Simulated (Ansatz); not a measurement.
An input meant for AlH₂Cl (charge 0, singlet; atoms displaced at random, 0.08 Å in each coordinate).

```yaml
crystal:
  periodic: [false, false, false]
  atoms:
    - {symbol: Al, position_ang: [0.072426, 0.367697, -0.140582]}
    - {symbol: H, position_ang: [1.760320, 0.242490, -0.074496]}
    - {symbol: H, position_ang: [-0.484776, 1.556066, 0.127338]}
    - {symbol: Cl, position_ang: [-1.016727, -1.978424, -0.072193]}
basis:
  gaussian: {orbitals: "6-31++G**"}
hamiltonian: {xc: {name: SPW92}}
scf: {omitted_lower_state_checks: [starts]}
relax: {f_tol: 0.001, max_steps: 3}
```

```sh
$ ansatz run in.yaml --threads 4 --pin off --events-out ev --progress --plain --max-ram 3916MiB
```

It prints (some lines left out):

```
Functional definition: SPW92
595 factors; their error is unknown
mean field evaluation 1: about -19079.3130 eV, gradient 2.1e1 eV
mean field evaluation 2: about -19074.6940 eV, gradient 4.4e1 eV
mean field evaluation 4: about -19080.9341 eV, gradient 2.1e0 eV
mean field evaluation 8: about -19080.9508 eV, gradient 2.0e-2 eV
mean field evaluation 16: about -19080.9110 eV, gradient 5.7e-5 eV
mean field -19080.91095287 eV, -701.2105440121 hartree, gradient 5.7e-5 eV, S^2 0.000000; 0 other end points of the search recorded, 0 dependent functions left out
reference -19080.91101095 eV, -701.2105461466 hartree; 16, 16 occupied and 42, 42 virtual orbitals, 595 factors
relax step   1: F+E_penalty+E_count = -19080.91095287 eV  Δ(F+E_penalty+E_count) = +0.000e0 eV  max|allowed force component| = 7.263e0 eV/Å  Δτ_max = 0.0000 Å  (23 SCF iters, accepted)
595 factors; their error is unknown
mean field -19082.26198368 eV, -701.2601934784 hartree, gradient 1.4e-5 eV, S^2 0.000000; 0 other end points of the search recorded, 0 dependent functions left out
reference -19082.26204138 eV, -701.2601955989 hartree; 16, 16 occupied and 42, 42 virtual orbitals, 595 factors
relax step   2: F+E_penalty+E_count = -19082.26198368 eV  Δ(F+E_penalty+E_count) = -1.351e0 eV  max|allowed force component| = 3.291e0 eV/Å  Δτ_max = 0.1948 Å  (26 SCF iters, accepted)
595 factors; their error is unknown
mean field -19082.57849949 eV, -701.2718252201 hartree, gradient 1.3e-5 eV, S^2 0.000000; 0 other end points of the search recorded, 0 dependent functions left out
reference -19082.57855654 eV, -701.2718273164 hartree; 16, 16 occupied and 42, 42 virtual orbitals, 595 factors
relax step   3: F+E_penalty+E_count = -19082.57849949 eV  Δ(F+E_penalty+E_count) = -3.165e-1 eV  max|allowed force component| = 1.269e0 eV/Å  Δτ_max = 0.1949 Å  (27 SCF iters, accepted)
Error: geometry relaxation did not converge after 3 steps: max|allowed force component| = 1.27e0 eV/Å (threshold 1.0e-3). Raise `relax.max_steps` over both its present limit and 3, loosen `relax.f_tol`, or start from a geometry closer to equilibrium. Where this run's directory can be resumed (`checkpoint.write`), a resume goes on for up to `relax.max_steps` more
```

(1) Something in this input is off. What?

Results:

(1) The relaxation is allowed too few steps for its threshold. The SCF steps converged, but the relaxation ran out of steps.
